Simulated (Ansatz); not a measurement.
Reaction (SMILES): OCl (OH-Cl) + H+ → [OH2+]Cl
B3LYP-D3(BJ)/def2-TZVP geometries, fixed; electronic energies without zero-point terms; positive where energy is released.
Largest species:
```xyz
4

O     -0.0211     1.0722    -0.0746
H     -0.9457     1.3908     0.0477
Cl     0.0314    -0.6722    -0.0032
H      0.5812     1.4595     0.6026
```
Charge +1, spin multiplicity 1.

Basis-set convergence of the proton affinity at r2SCAN with Ansatz (an electronic-structure program). Cartesian d functions, on some or all atoms, in 6-31G*, 6-31+G*, 6-311G**, 6-311+G**; all else is spherical. The proton sits at the site shown, which need not be the one that binds it best. No added dispersion term, no relativity. Functions are those of the species that has most. Reference: the value in pcseg-4, 157.95 kcal/mol, itself unsure by roughly 0.06 kcal/mol (its mean distance from aug-pcseg-3, aug-cc-pV(Q+d)Z, cc-pV(5+d)Z). Deviations are taken from unrounded values.

```
basis            functions  proton affinity (kcal/mol)
---------------  ---------  --------------------------
6-31G*                  38                      156.97
6-31+G*                 46                      154.31
def2-SVP                42                      160.89
def2-SVPD               66                      156.44
pcseg-1                 42                      154.34
aug-pcseg-1             68                      155.25
cc-pV(D+d)Z             47                      159.02
aug-cc-pV(D+d)Z         73                      156.10
6-311G**                57                      159.58
6-311+G**               65                      157.64
def2-TZVP               80                      157.45
def2-TZVPD             104                      157.00
pcseg-2                 92                      157.67
aug-pcseg-2            142                      157.95
cc-pV(T+d)Z             97                      158.62
aug-cc-pV(T+d)Z        147                      157.65
def2-TZVPP             101                      158.24
def2-TZVPPD            125                      157.74
cc-pV(Q+d)Z            179                      158.35
aug-cc-pV(Q+d)Z        261                      157.89
def2-QZVPP             187                      158.10
def2-QZVPPD            211                      157.92
pcseg-3                190                      157.94
aug-pcseg-3            272                      157.94
```

What the diffuse functions change, pair by pair:
- 6-31G* to 6-31+G*: 8 more functions, deviation -0.98 to -3.64 kcal/mol
- def2-SVP to def2-SVPD: 24 more functions, deviation 2.94 to -1.52 kcal/mol
- pcseg-1 to aug-pcseg-1: 26 more functions, deviation -3.62 to -2.71 kcal/mol
- cc-pV(D+d)Z to aug-cc-pV(D+d)Z: 26 more functions, deviation 1.06 to -1.85 kcal/mol
- 6-311G** to 6-311+G**: 8 more functions, deviation 1.62 to -0.32 kcal/mol
- def2-TZVP to def2-TZVPD: 24 more functions, deviation -0.50 to -0.95 kcal/mol
- pcseg-2 to aug-pcseg-2: 50 more functions, deviation -0.28 to -0.01 kcal/mol
- cc-pV(T+d)Z to aug-cc-pV(T+d)Z: 50 more functions, deviation 0.66 to -0.31 kcal/mol
- def2-TZVPP to def2-TZVPPD: 24 more functions, deviation 0.29 to -0.21 kcal/mol
- cc-pV(Q+d)Z to aug-cc-pV(Q+d)Z: 82 more functions, deviation 0.40 to -0.06 kcal/mol
- def2-QZVPP to def2-QZVPPD: 24 more functions, deviation 0.15 to -0.04 kcal/mol
- pcseg-3 to aug-pcseg-3: 82 more functions, deviation -0.01 to -0.02 kcal/mol

They bring the value nearer the reference by more than 0.06 kcal/mol in 8 of 12 pairs.
